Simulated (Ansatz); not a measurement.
Input file:

```yaml
crystal:
  periodic: [false, false, false]
  atoms:
    - {symbol: N, position_ang: [0.000000, 0.000000, 0.009233]}
    - {symbol: Mg, position_ang: [0.000000, 0.000000, -1.872467]}
    - {symbol: H, position_ang: [0.000000, 0.000000, 1.863233]}
basis:
  gaussian: {orbitals: 6-31G}
magnetization: {spin_polarized: true, initial_magnetization: 2}
correlation: {method: ccsdtq, electrons: outside_noble_gas}
```

```sh
$ ansatz run in.yaml --threads 1 --pin off --events-out ev --progress --plain --max-ram 2393MiB
```

(1) Roughly how long does this take on 1 thread of Arm Neoverse V1, shared host, and how much host memory?

```
504 factors; integrals over basis functions are off by at most 1.7e-7 eV
mean field evaluation 1: about -6919.2828 eV, gradient 1.7e1 eV
mean field evaluation 2: about -6919.3305 eV, gradient 1.7e1 eV
mean field evaluation 4: about -6921.8002 eV, gradient 2.5e0 eV
mean field evaluation 8: about -6922.1352 eV, gradient 5.1e-1 eV
mean field evaluation 16: about -6922.8164 eV, gradient 2.6e-6 eV
mean field evaluation 32: about -6923.3568 eV, gradient 2.6e-2 eV
mean field evaluation 64: about -6923.3799 eV, gradient 4.5e-4 eV
mean field evaluation 96: about -6922.1380 eV, gradient 1.2e-2 eV
mean field evaluation 128: about -6922.7500 eV, gradient 6.2e-2 eV
mean field evaluation 160: about -6921.6785 eV, gradient 4.4e0 eV
...
mean field -6923.42246879 eV, -254.4310828636 hartree, gradient 1.7e-6 eV, S^2 2.977698; 27 other end points of the search recorded, 0 dependent functions left out
determinant -6923.42246879 eV, -254.4310828636 hartree, with singles and doubles -6925.62070620 eV, -254.5118665987 hartree
determinant -6923.37994532 eV, -254.4295201549 hartree, with singles and doubles -6925.94887712 eV, -254.5239266575 hartree
determinant -6923.37980186 eV, -254.4295148830 hartree, with singles and doubles -6925.99069559 eV, -254.5254634580 hartree
determinant -6923.35679661 eV, -254.4286694557 hartree, with singles and doubles -6925.69736625 eV, -254.5146838036 hartree
determinant -6922.81637621 eV, -254.4088093723 hartree, with singles and doubles -6925.98042754 eV, -254.5250861140 hartree
determinant -6922.53387258 eV, -254.3984275555 hartree, with singles and doubles -6924.79588454 eV, -254.4815549616 hartree
determinant -6922.31863949 eV, -254.3905178852 hartree, with singles and doubles -6924.67956516 eV, -254.4772803033 hartree
determinant -6922.14384914 eV, -254.3840944582 hartree, with singles and doubles -6925.56385479 eV, -254.5097773476 hartree
determinant -6922.13795841 eV, -254.3838779778 hartree, with singles and doubles -6926.18549247 eV, -254.5326221112 hartree
determinant -6921.14124635 eV, -254.3472494853 hartree, with singles and doubles -6925.53662359 eV, -254.5087766196 hartree
determinant -6921.12216445 eV, -254.3465482386 hartree, with singles and doubles -6923.29946796 eV, -254.4265626665 hartree
determinant -6920.96676070 eV, -254.3408372560 hartree, with singles and doubles -6923.78146316 eV, -254.4442756635 hartree
determinant -6920.66925417 eV, -254.3299040927 hartree, with singles and doubles -6923.34265439 eV, -254.4281497387 hartree
determinant -6920.47187972 eV, -254.3226507153 hartree, with singles and doubles -6922.43622056 eV, -254.3948389100 hartree
determinant -6919.30902880 eV, -254.2799167324 hartree, with singles and doubles -6922.51214690 eV, -254.3976291512 hartree
determinant -6923.42246879 eV, -254.4310828636 hartree, with singles and doubles -6925.68027305 eV, -254.5140556401 hartree
determinant -6923.37994532 eV, -254.4295201549 hartree, with singles and doubles -6926.18330901 eV, -254.5325418703 hartree
determinant -6923.37980186 eV, -254.4295148830 hartree, with singles and doubles -6926.18501465 eV, -254.5326045517 hartree
determinant -6923.35679661 eV, -254.4286694557 hartree, with singles and doubles -6925.74232973 eV, -254.5163361807 hartree
determinant -6922.81637621 eV, -254.4088093723 hartree, with singles and doubles -6926.19165076 eV, -254.5328484243 hartree
determinant -6922.13795841 eV, -254.3838779778 hartree, with singles and doubles -6926.20393514 eV, -254.5332998669 hartree
6 core orbitals not correlated: weight in the atoms' cores, before any rotation towards them, 1.000 or more for the frozen orbitals, at most 0.000 for the correlated occupied ones
reference -6922.13795841 eV, -254.3838779778 hartree; 5, 3 occupied and 13, 15 virtual orbitals, 504 factors
second order -3.20721902 eV of doubles, -0.00000000 eV of singles
...
cycle  25  -4.29062920 eV  change   -6.9e-6 eV  update   1.1e-5
cycle  26  -4.29062478 eV  change    4.4e-6 eV  update   7.6e-6
cycle  27  -4.29062124 eV  change    3.5e-6 eV  update   8.3e-6
cycle  28  -4.29061441 eV  change    6.8e-6 eV  update   5.9e-6
cycle  29  -4.29061016 eV  change    4.3e-6 eV  update   3.5e-6
cycle  30  -4.29060709 eV  change    3.1e-6 eV  update   3.1e-6
cycle  31  -4.29060671 eV  change    3.8e-7 eV  update   1.9e-6
cycle  32  -4.29060643 eV  change    2.8e-7 eV  update   1.3e-6
cycle  33  -4.29060647 eV  change   -4.2e-8 eV  update   1.0e-6
cycle  34  -4.29060671 eV  change   -2.4e-7 eV  update   4.3e-7
Total energy: -6926.42856512 eV, -254.5415548661 hartree
```

The determinant lies 1.28 eV above the lowest one of its kind in the log.

## Answers

(1) 39 s wall and 0.24 GiB.
